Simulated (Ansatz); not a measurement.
CCSD(T) forces

CH$_{3}$LiS, singlet, displaced at random from a GFN2-xTB minimum.

```
6
angstrom
Li -0.9637 1.4746 -0.4786
C -0.1110 -0.2362 -0.5623
S 0.0138 -0.2216 1.3008
H -0.8435 -1.0476 -0.7164
H 0.8343 -0.6340 -0.8939
H 1.0720 0.6094 1.3809
```

Program: Ansatz 0.2.0. Basis: def2-TZVPP. Cores are frozen in the correlated methods. The outer core shell of Li, Na, Mg and K is correlated.

CCSD(T) forces from the calculation:
| atom | Fx | Fy | Fz (eV/Å) |
| --- | --- | --- | --- |
| Li1 | -0.012 | 0.114 | 0.292 |
| C2 | -0.301 | -0.335 | -0.106 |
| S3 | 0.035 | 0.436 | 0.065 |
| H4 | 0.112 | 0.083 | -0.020 |
| H5 | 0.350 | -0.209 | -0.308 |
| H6 | -0.184 | -0.089 | 0.078 |

**Question.** Which atom feels the largest CCSD(T) force, and how large is it?

**Answer.** H5, 0.51 eV/Å, along (0.68, -0.41, -0.60).

Root-mean-square difference of the force components from those of CCSD(T): PBE0-D4 0.119; wB97M-V 0.074; r2SCAN-D4 0.060; PBE-D4 0.166; CAM-B3LYP-D4 0.106; BLYP-D4 0.153 eV/Å.

No T1 diagnostic of these runs exceeds 0.011.

For scale, one of the runs: CCSD(T)/def2-TZVPP forces, 134 basis functions (an equivalent command: `ansatz run in.yaml --threads 4`). Time: 10 s of wall clock on 4 CPU threads; the host was shared. Peak host memory: 1.3 GiB.
